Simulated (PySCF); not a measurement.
Compound: NO+, NO (charge +1).
Numbering: `[N:1]#[O+:2]`

Geometry (PBE0-D3(BJ)/def2-SVP, Å), atoms numbered from 1 in this order:
```
atom  x, y, z in Å
N1     0.5532   -0.0804    0.0067
O2    -0.5035   -0.0073   -0.0289
```

Method: MP2 and CCSD/aug-cc-pVTZ in PySCF, restricted Hartree–Fock reference, 2 core orbitals frozen, non-relativistic, gas phase, PBE0-D3(BJ)/def2-SVP geometry.

E(HF) = -128.96708 Eh.

**Question.** How large is the problem?

**Answer.** 92 basis functions and 14 electrons; 2 orbitals frozen, which leaves o = 5 correlated occupied and v = 85 virtual orbitals. That is o·v = 425 singles and o·v(o·v + 1)/2 = 90525 distinct closed-shell doubles amplitudes before symmetry; the costliest CCSD step grows as o²v⁴ = 1.3 × 10^9.

**Question.** What are the MP2 and CCSD correlation energies?

**Answer.** MP2 -0.4090 Eh and CCSD -0.4020 Eh, which gives totals of -129.37604 and -129.36908 Eh. That is 1.094 eV for each correlated electron at CCSD (1055 kJ/mol in all, 0.311 % of the total energy); MP2 gives 101.7 % of the CCSD value.

**Question.** What is the T1 diagnostic?

**Answer.** 0.0167, below the customary warning level of 0.02. It is the norm of the spatial-orbital singles amplitudes over the root of the number of correlated electrons, so the norm is 0.053.

Connected triples and the basis-set limit are missing.

The job also held the EOM ionisation and excitation roots. On one thread of an Arm Neoverse V1 (shared host), this took 72 s wall.
